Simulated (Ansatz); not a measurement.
Reaction (formal exchange of groups at a P–O bond): `OP[SiH3]` + SiH₄ → `[SiH3]P[SiH3]` + H₂O

Gas-phase electronic energies from Ansatz, PBE0-D4/def2-TZVP geometries. CCSD(T)/CBS is the MP2 limit (def2-TZVPP, def2-QZVPP) plus CCSD(T) − MP2 in def2-TZVPP, frozen cores. This one scheme is used for every species. Each species was taken in one conformer, which may not be the lowest.

`OP[SiH3]`:

```xyz
8

O     0.154    1.567    1.038
P    -0.614    0.089    1.045
Si    0.034   -0.658   -0.987
H    -0.401    2.213    1.482
H     0.373   -0.688    1.720
H    -0.270   -2.115   -1.018
H     1.482   -0.440   -1.243
H    -0.759    0.031   -2.038
```

SiH₄:

Z-matrix (Å, degrees):
```
Si
H 1 1.485
H 1 1.485 2 109.5
H 1 1.485 2 109.5 3 -120.0
H 1 1.485 2 109.5 3 120.0
```

`[SiH3]P[SiH3]`:

Z-matrix (Å, degrees):
```
Si
P 1 2.250
H 1 1.487 2 113.6
H 1 1.486 2 108.7 3 121.5
H 1 1.486 2 107.4 3 -120.5
Si 2 2.250 1 95.8 3 47.4
H 2 1.422 1 94.6 3 -47.7
H 6 1.487 2 113.6 1 -47.4
H 6 1.486 2 108.7 1 -169.0
H 6 1.486 2 107.4 1 73.1
```

H₂O:

```xyz
3

O     0.309   -0.133    0.196
H    -0.605   -0.410    0.289
H     0.297    0.542   -0.485
```

```csv
species,MP2/CBS(def2) energy (Eh)
`OP[SiH3]`,-708.12965
SiH₄,-291.42938
`[SiH3]P[SiH3]`,-923.21915
H₂O,-76.36589
```

Problem. Work out ΔE.

Solution. ΔE = (-923.21915) + (-76.36589) − (-708.12965) − (-291.42938) = -0.02601 Eh = -68.3 kJ/mol. CCSD(T)/CBS gives -61.8 kJ/mol.

Largest T1 diagnostic among the species: 0.013.

The D4 term adds −9.0 kJ/mol with B3LYP and −4.9 kJ/mol with PBE0; it sums over pairs of atoms, weighted by their polarisabilities, and B3LYP, whose exchange is more repulsive, gets the larger term. Leaving LDA and LC-ωPBE aside and taking each functional with its dispersion term where it has one, the values, not all of them listed here, spread over 23.4 kJ/mol, from PBE0-D4 to CAM-B3LYP-D4. In def2-TZVPP, CCSD(T) changes the Hartree–Fock value by −26.0 kJ/mol (the triples alone add −3.5 kJ/mol) and MP2 by −32.5 kJ/mol.

B3LYP here is the variant with VWN-RPA as its local correlation; programs differ in this.
